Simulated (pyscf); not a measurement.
PySCF, gas phase, ωB97X-D3(BJ)/def2-SVP geometries.

**Question.** H₃C–BH–NH₂ + H₂ -> H₂B–NH₂ + CH₄
Surface: singlet. Broken: B–C, H–H. Formed: B–H, C–H. Give ΔE‡ and ΔE from ωB97M-D3(BJ)/def2-TZVP, relative to the separated reactants.

**Answer.** ΔE‡ = 2.06 eV, ΔE = -0.25 eV. Zero-point energy shifts the barrier by +0.16 eV. It is a four-centre exchange, with an imaginary mode of 1248i cm⁻¹. At the saddle there is also a short B–H contact that neither side keeps. The same reactants have a lower exit, to H₂B–CH₃ + NH₃ (barrier +1.75 eV at ωB97M-D3(BJ)/def2-TZVP, against +2.06 eV here). One saddle was located; it need not be the lowest between these sides.
